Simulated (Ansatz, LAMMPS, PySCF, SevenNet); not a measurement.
Ladder of methods for the bulk modulus B0 of rock-salt NaF

Reference value: 53.1 GPa (measured, 0 K value with the zero-point phonon effect removed; as tabulated in Mejia-Rodriguez and Trickey (2018), arXiv:1807.09216).

```json
[
 {"level (code)": "ionic model catlow1977 (shell model, LAMMPS)", "value (GPa)": "60.0", "cell (Å³/atom)": "11.91", "error (%)": "+13.0"},
 {"level (code)": "SevenNet-l3i5 (SevenNet)", "value (GPa)": "43.1", "cell (Å³/atom)": "12.96", "error (%)": "-18.8"},
 {"level (code)": "LDA (Ansatz)", "value (GPa)": "61.2", "cell (Å³/atom)": "11.41", "error (%)": "+15.3"},
 {"level (code)": "PBE (Ansatz)", "value (GPa)": "44.7", "cell (Å³/atom)": "12.99", "error (%)": "-15.8"},
 {"level (code)": "Hartree–Fock (PySCF)", "value (GPa)": "52.7 ± 2", "cell (Å³/atom)": "12.24", "error (%)": "-0.8"}
]
```

Leaving aside ionic model catlow1977, which can be fitted to such values or carry a doubt: Of these levels Hartree–Fock (-0.8 %) comes nearest. Farthest off: SevenNet-l3i5 (-18.8 %). Of these only Hartree–Fock lands within 5 %.

A ± on a computed value is a rough bar: the spread of its extrapolation, a floor set from checks against published values, or a statistical error. Each level is taken at its own relaxed cell. Ansatz's density-functional and Hartree–Fock values are scalar-relativistic unless marked +SOC, with PAW data made under PBE.

Empirical potentials (ionic model catlow1977) are fitted to chosen data, which need not cover the solid at hand: agreement can be built in, and what lay outside the fit can be far off. Machine-learned potentials (SevenNet-l3i5) are trained on DFT data, which may include these solids.

Differences are worked out from the printed values.

Ansatz is a program for electronic structure.
